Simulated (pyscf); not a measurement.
H₂N–SiH(Cl)–Cl (SMILES N[SiH](Cl)Cl) + H• (SMILES [H]) → H₂N–Si•(Cl)–Cl (SMILES N[Si](Cl)Cl) + H₂ (SMILES [H][H]), a hydrogen abstraction (doublet surface; H–Si broken, H–H formed). Optimised with ωB97X-D3(BJ)/def2-SVP in PySCF. Energies in kJ/mol from the separated reactants.

Small-basis levels: PySCF, no dispersion term, spherical d functions. Open shells are spin-unrestricted. 

Problem. Quick B3LYP/6-31G* single points give ΔE‡ = 6.8 kJ/mol and ΔE = -68.7 kJ/mol. What does ωB97M-D3(BJ)/def2-TZVP give, and how far is the quick result from it?

Solution. ωB97M-D3(BJ)/def2-TZVP gives ΔE‡ = 21.5 kJ/mol and ΔE = -45.1 kJ/mol. B3LYP/6-31G* lies 14.7 kJ/mol under it in the barrier and 23.6 kJ/mol under it in the reaction energy, so on this step it does not hold to within 12.6 kJ/mol. ωB97M-D3(BJ)/def2-TZVP has limits of its own. This is the saddle that the search found; another between the same sides may lie lower. The angle at the transferred H is 178°.
